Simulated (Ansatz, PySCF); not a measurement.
This Ansatz (an electronic-structure program) input computes a CAM-B3LYP/def2-TZVPD energy:

Ansatz 0.2 input:
```yaml
crystal:
  periodic: [false, false, false]
  atoms:
    - {symbol: N, position_ang: [0.00224146, -0.00382052, 0.11155442]}
    - {symbol: H, position_ang: [-0.00202883, 0.95117179, -0.22808750]}
    - {symbol: H, position_ang: [0.80949996, -0.46442426, -0.29287493]}
    - {symbol: H, position_ang: [-0.82316134, -0.46000387, -0.25991854]}
basis:
  gaussian:
    orbitals: def2-TZVPD
hamiltonian:
  xc: {name: CAM-B3LYP}
output: {forces: true}
```

**Question.** Write an input for the same energy in PySCF and say what it gives.

**Answer.** 
```python
from pyscf import gto, scf, dft

mol = gto.M(
    atom='''
    N     0.00224146   -0.00382052    0.11155442
    H    -0.00202883    0.95117179   -0.22808750
    H     0.80949996   -0.46442426   -0.29287493
    H    -0.82316134   -0.46000387   -0.25991854
    ''',
    basis='def2-tzvpd',
    charge=0,
    spin=0,
    verbose=4,
)

mf = dft.RKS(mol, xc='camb3lyp').density_fit(auxbasis='def2-universal-jkfit')
mf.grids.level = 3
mf.conv_tol = 1e-9
mf.max_cycle = 100
mf.max_memory = 1500
mf.kernel()
if not mf.converged:
    mf = mf.newton()
    mf.kernel(mf.make_rdm1())
mf.analyze()
```
It gives -56.55672 Eh, and Ansatz -56.55668 Eh, a difference of 0.04 mEh, from the treatment of integrals and grids.
